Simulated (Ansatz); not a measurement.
Results of HSE06 (plane waves, PAW; Ansatz, a quantum-chemistry and plane-wave program) for cuprite Ag2O.

Numerical settings: plane-wave cutoff 460 eV, 6×6×6 k mesh, Fermi–Dirac smearing 0.01 eV, no spin polarisation, scalar-relativistic PAW data made under PBE.

Cell (relaxed at this level):

Ag₂O is taken in the cubic space group Pn-3m, origin choice 1 (No. 224), Pearson symbol cP6. Conventional cell: a = b = c = 4.791 Å, α = β = γ = 90.00°. Ag on 4b has 2 O at 2.074 Å (linear). O on 2a is surrounded by 4 Ag at 2.074 Å (tetrahedral). (Neighbours: up to the widest gap in distance over summed covalent radii, below 1.35, at either atom; cation-cation and far metal-metal contacts left out.)

What does this level give for the bulk modulus B0 and band gap?


bulk modulus B0: 72.3 GPa
band gap: 1.11 eV (on the SCF k mesh)

Measured, for comparison: band gap 1.2 eV (temperature not stated, no zero-point or thermal correction, photoconductivity; as tabulated in He and Franchini (2017), arXiv:1706.08159).

Spin–orbit coupling is not included.

The result took very roughly 19 core-minutes.
